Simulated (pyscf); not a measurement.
`[CH3][Al]([CH3])[F]` + `[H]` [doublet] → `[CH3][Al][CH3]` [doublet] + `[FH]` (atom transfer; doublet surface; Al–F broken, F–H formed). Optimised with ωB97X-D3(BJ)/def2-SVP in PySCF. Energies in eV from the separated reactants.

```csv
level,barrier,reaction energy
ωB97X-D3(BJ)/def2-TZVP,1.72,+1.08
r²SCAN/def2-TZVP,[?],+1.00
B3LYP-D3(BJ)/def2-TZVP,[?],[?]
PBE0-D3(BJ)/def2-TZVP,1.29,+0.93
M06-2X/def2-TZVP,1.48,+1.02
HF/def2-TZVP,2.44,+1.19
```

### Question
Fill in the missing entries.

### Answer

- r²SCAN/def2-TZVP, barrier: 1.14
- B3LYP-D3(BJ)/def2-TZVP, barrier: 1.22
- B3LYP-D3(BJ)/def2-TZVP, reaction energy: +0.95

The functionals in the table span 0.57 eV in this barrier, from r²SCAN to ωB97X-D3(BJ)/def2-TZVP. On the product side the descent ends in an adduct with a Al–F contact, 0.24 eV under the separated species and 0.87 eV under the saddle at ωB97X-D3(BJ)/def2-TZVP. What is counted as broken (Al–F) persists as a longer contact in the product adduct; parting that adduct is a step of its own. The same reactants have a lower exit, to CH₄ + [H₃C–Al–F]• (barrier +1.03 eV at ωB97M-D3(BJ)/def2-TZVP, against +1.56 eV here). One saddle was located; it need not be the lowest between these sides. The angle at the transferred F is 133°.
